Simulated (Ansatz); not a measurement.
in.yaml

```yaml
crystal:
  periodic: [false, false, false]
  atoms:
    - {symbol: B, position_ang: [0.000000, -0.131157, 1.522681]}
    - {symbol: Al, position_ang: [0.000000, 0.104448, -0.540568]}
    - {symbol: H, position_ang: [0.000000, -1.389206, -1.861565]}
basis:
  gaussian: {orbitals: 6-31G}
magnetization: {spin_polarized: false, initial_magnetization: 1}
correlation: {method: ccsdt, electrons: valence}
accuracy: high
output: {forces: true}
```

```sh
$ ansatz run in.yaml --threads 1 --pin off --events-out ev --progress --plain --max-ram 2393MiB
```

**Question.** Roughly how long does this take on 1 thread of Arm Neoverse V2, shared host, and how much host memory?

**Answer.** 10 s wall and 0.12 GiB.

```
530 factors; integrals over basis functions are off by at most 3.2e-9 eV
mean field evaluation 1: about -7261.9755 eV, gradient 1.0e1 eV
mean field evaluation 2: about -7261.9777 eV, gradient 1.0e1 eV
mean field evaluation 4: about -7263.1499 eV, gradient 1.6e0 eV
mean field evaluation 8: about -7263.2032 eV, gradient 2.2e-1 eV
mean field evaluation 16: about -7263.2072 eV, gradient 2.6e-7 eV
mean field evaluation 32: about -7263.4485 eV, gradient 3.3e-6 eV
mean field evaluation 64: about -7263.2072 eV, gradient 1.1e-5 eV
mean field evaluation 96: about -7263.0435 eV, gradient 3.2e0 eV
mean field evaluation 128: about -7263.4136 eV, gradient 3.0e-1 eV
mean field evaluation 160: about -7263.2401 eV, gradient 6.7e-4 eV
...
cycle  51  -3.64034531 eV  change   8.2e-11 eV  update   6.7e-9
cycle  52  -3.64034531 eV  change    4.6e-9 eV  update   4.4e-9
cycle  53  -3.64034530 eV  change    4.4e-9 eV  update   3.3e-9
cycle  54  -3.64034530 eV  change  -1.6e-10 eV  update   2.6e-9
cycle  55  -3.64034531 eV  change   -1.1e-9 eV  update   2.1e-9
cycle  56  -3.64034531 eV  change   -1.7e-9 eV  update   1.8e-9
cycle  57  -3.64034531 eV  change  -8.3e-10 eV  update   1.6e-9
cycle  58  -3.64034531 eV  change   7.4e-10 eV  update   1.4e-9
cycle  59  -3.64034531 eV  change    1.2e-9 eV  update   1.0e-9
cycle  60  -3.64034531 eV  change   7.6e-11 eV  update  7.6e-10
the calculation of the forces begins
Total energy: -7266.84756686 eV, -267.0517224358 hartree
Atom 0 at     0.000000    -0.131157     1.522681 Å, force     0.000000    -0.286909     1.127752 eV/Å
Atom 1 at     0.000000     0.104448    -0.540568 Å, force     0.000000    -0.879227    -2.377522 eV/Å
Atom 2 at     0.000000    -1.389206    -1.861565 Å, force    -0.000000     1.166136     1.249770 eV/Å
Dipole moment:     0.000000     0.261261     0.041381 e Å
```

Forces (eV/Å):
```
B    0.000 -0.287  1.128
Al   0.000 -0.879 -2.378
H    0.000  1.166  1.250
```
